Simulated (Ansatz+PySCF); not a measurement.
The numbers below are computed, except where a source is named.
## Several solutions for singlet C4H6

```xyz
10

C     0.0000    0.0000   -2.0611
C     0.0000    0.0000   -0.6061
C     0.0000    0.0000    0.6061
C     0.0000    0.0000    2.0611
H     0.0000   -1.0264   -2.4612
H    -0.8889    0.5132   -2.4612
H     0.8889    0.5132   -2.4612
H     0.0000   -1.0264    2.4612
H     0.8889    0.5132    2.4612
H    -0.8889    0.5132    2.4612
```

Basis set: def2-SVP (spherical functions). Charge 0, multiplicity 1.

CASSCF(2,2) was run from several starts with Ansatz (development build ahead of 0.2.0) and PySCF 2.14.0. The starts are those of the Hartree–Fock orbitals from which the active space was taken at the frontier.

| run | program | start | converged | energy (hartree) | <S²> |
| --- | --- | --- | --- | --- | --- |
| A | Ansatz | search for the lowest state | yes | -154.81994 | 0.00 |
| B | PySCF | program defaults | yes | -154.80292 | 0.00 |
| C | Ansatz | atomic start, no search | yes | -154.81994 | 0.00 |
| D | Ansatz | stability test followed | yes | -154.81994 | 0.00 |

Which runs reached the lowest solution of this kind, and what is wrong with the others?

A, C, D reached the lowest solution found. Converged but too high: B by 0.46 eV. Convergence only shows a stationary point; in CASSCF the end hangs on which orbitals enter the active space. Caution: other starts end on other solutions of this active space.
